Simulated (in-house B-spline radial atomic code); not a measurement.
He. Computed with a B-spline radial atomic code. Model: all-electron spherical atom, spin shells full or empty, radial basis limit, no spin-orbit coupling, Breit or QED, empty-state partial waves extrapolated as (l+1/2)^-4, RPA, G0W0 and static COHSEX of the highest shell as one setting changes (uncorrelated shells keep exact exchange).

Empty levels are discrete states of a finite basis, so the steps are uneven.

Given: element He; charge 0; filled core none; hamiltonian non-relativistic; mean-field start PBE0; highest l of empty states 9; lowest nl shells left uncorrelated 0; highest mean-field shell 1s; box radius 40 bohr.

Shell: 1s 1 1 (electrons up and down).

```json
{"highest empty level kept (hartree)": "1", "RPA correlation energy (hartree)": "-0.012008", "G0W0 level (eV)": "-22.88", "G0W0 minus most complete (meV)": "1173.6", "COHSEX level (eV)": "-23.58", "linearised minus solved G0W0 (meV)": "-59.8"}
{"highest empty level kept (hartree)": "2", "RPA correlation energy (hartree)": "-0.028253", "G0W0 level (eV)": "-22.979", "G0W0 minus most complete (meV)": "1075.3", "COHSEX level (eV)": "-24.1", "linearised minus solved G0W0 (meV)": "-56.6"}
{"highest empty level kept (hartree)": "3.5", "RPA correlation energy (hartree)": "-0.0457", "G0W0 level (eV)": "-23.312", "G0W0 minus most complete (meV)": "742", "COHSEX level (eV)": "-24.947", "linearised minus solved G0W0 (meV)": "-63.5"}
{"highest empty level kept (hartree)": "6", "RPA correlation energy (hartree)": "-0.057428", "G0W0 level (eV)": "-23.551", "G0W0 minus most complete (meV)": "502.9", "COHSEX level (eV)": "-25.564", "linearised minus solved G0W0 (meV)": "-69.2"}
{"highest empty level kept (hartree)": "10", "RPA correlation energy (hartree)": "?", "G0W0 level (eV)": "?", "G0W0 minus most complete (meV)": "?", "COHSEX level (eV)": "?", "linearised minus solved G0W0 (meV)": "?"}
{"highest empty level kept (hartree)": "18", "RPA correlation energy (hartree)": "?", "G0W0 level (eV)": "?", "G0W0 minus most complete (meV)": "?", "COHSEX level (eV)": "?", "linearised minus solved G0W0 (meV)": "?"}
{"highest empty level kept (hartree)": "30", "RPA correlation energy (hartree)": "-0.076396", "G0W0 level (eV)": "-23.987", "G0W0 minus most complete (meV)": "66.6", "COHSEX level (eV)": "-26.699", "linearised minus solved G0W0 (meV)": "-82"}
{"highest empty level kept (hartree)": "60", "RPA correlation energy (hartree)": "-0.078079", "G0W0 level (eV)": "-24.03", "G0W0 minus most complete (meV)": "24.3", "COHSEX level (eV)": "-26.8", "linearised minus solved G0W0 (meV)": "-83.4"}
{"highest empty level kept (hartree)": "120", "RPA correlation energy (hartree)": "-0.078735", "G0W0 level (eV)": "-24.047", "G0W0 minus most complete (meV)": "7.1", "COHSEX level (eV)": "-26.839", "linearised minus solved G0W0 (meV)": "-84"}
{"highest empty level kept (hartree)": "250", "RPA correlation energy (hartree)": "-0.078917", "G0W0 level (eV)": "-24.052", "G0W0 minus most complete (meV)": "2", "COHSEX level (eV)": "-26.849", "linearised minus solved G0W0 (meV)": "-84.2"}
{"highest empty level kept (hartree)": "600", "RPA correlation energy (hartree)": "-0.078974", "G0W0 level (eV)": "-24.054", "G0W0 minus most complete (meV)": "0.2", "COHSEX level (eV)": "-26.852", "linearised minus solved G0W0 (meV)": "-84.2"}
{"highest empty level kept (hartree)": "2000", "RPA correlation energy (hartree)": "-0.078978", "G0W0 level (eV)": "-24.054", "G0W0 minus most complete (meV)": "0", "COHSEX level (eV)": "-26.852", "linearised minus solved G0W0 (meV)": "-84.2"}
```

Task: What follows for highest empty level kept = 18?

Result: RPA correlation energy -0.073601 hartree; G0W0 level -23.919 eV; G0W0 minus most complete 135.1 meV; COHSEX level -26.526 eV; linearised minus solved G0W0 -79.8 meV.

Task: What follows for highest empty level kept = 10?

Result: RPA correlation energy -0.066636 hartree; G0W0 level -23.756 eV; G0W0 minus most complete 298.2 meV; COHSEX level -26.095 eV; linearised minus solved G0W0 -74.9 meV.
